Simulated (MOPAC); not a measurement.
MOPAC input (AM1):

```
AM1 1SCF CHARGE=1 GEO-OK AUX(PRECISION=9) THREADS=1
C2H6NO

O     0.33202246 1    1.26333195 1    0.22164394 1
C     0.04689931 1    0.01703971 1    0.00188739 1
N     0.96756786 1   -0.88784036 1   -0.18696653 1
C    -1.39460548 1   -0.30999386 1   -0.02027044 1
H     0.70599867 1   -1.84972292 1   -0.35549509 1
H    -1.87846756 1    0.29343208 1   -0.79149716 1
H    -1.57306342 1   -1.36514710 1   -0.20795893 1
H    -1.83354797 1   -0.02170943 1    0.93746522 1
H     1.95893566 1   -0.68158913 1   -0.17512909 1
H     1.27722700 1    1.49068828 1    0.23852760 1
```

### Question
What heat of formation does the run end on, and which ionisation energy by Koopmans theorem?

### Answer
116.01 kcal/mol; 17.94 eV.
